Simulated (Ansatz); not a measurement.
## Abstraction of F: BOF + C2H2F3 → BO + C2H2F4

Gas-phase species: BOF (fluoro(oxo)borane) `O=BF`, singlet; C2H2F3 `[CH2]C(F)(F)F`, doublet; BO, doublet; C2H2F4 `FCC(F)(F)F`, singlet. A radical takes F: the energy is the difference in strength between the B–F bond broken and the C–F bond made.

Shapes, held fixed at every level: PBE0-D4/def2-TZVP. Programs: Ansatz 0.2.0. The zero-point and thermal change to 298 K, harmonic and unscaled (PBE0-D4/def2-TZVP), is +6.9 kJ/mol.

```json
{"level": "MP2/def2-TZVPP", "kind": "perturbation theory", "ΔH(298 K) (kJ/mol)": "+210.4", "less CCSD(T)/CBS estimate": "+2.1"}
{"level": "HF/def2-SVP", "kind": "Hartree–Fock", "ΔH(298 K) (kJ/mol)": "+216.6", "less CCSD(T)/CBS estimate": "+8.3"}
{"level": "HF/def2-TZVPP", "kind": "Hartree–Fock", "ΔH(298 K) (kJ/mol)": "+221.9", "less CCSD(T)/CBS estimate": "+13.6"}
{"level": "r2SCAN-D4/def2-TZVPP", "kind": "meta-GGA", "ΔH(298 K) (kJ/mol)": "+216.7", "less CCSD(T)/CBS estimate": "+8.4"}
{"level": "BHLYP-D4/def2-TZVPP", "kind": "global hybrid", "ΔH(298 K) (kJ/mol)": "+228.0", "less CCSD(T)/CBS estimate": "+19.7"}
{"level": "wB97X-V/def2-TZVPP", "kind": "range-separated hybrid", "ΔH(298 K) (kJ/mol)": "+212.3", "less CCSD(T)/CBS estimate": "+4.0"}
{"level": "CCSD(T)/CBS estimate", "kind": "coupled cluster or CI", "ΔH(298 K) (kJ/mol)": "+208.3", "less CCSD(T)/CBS estimate": "0.0"}
```

The highest level, CCSD(T)/CBS estimate, gives ΔH(298 K) = +208.3 kJ/mol; the levels span +208.3 to +228.0. The column of differences is taken from that level and isn't an error. No measured value is set beside it here. Spin contamination: BO (⟨S²⟩ up to 0.80). Open shells run unrestricted. The CBS estimate extrapolates MP2 from def2-TZVPP and def2-QZVPP and adds CCSD(T) − MP2 in the triple-zeta set, cores frozen.
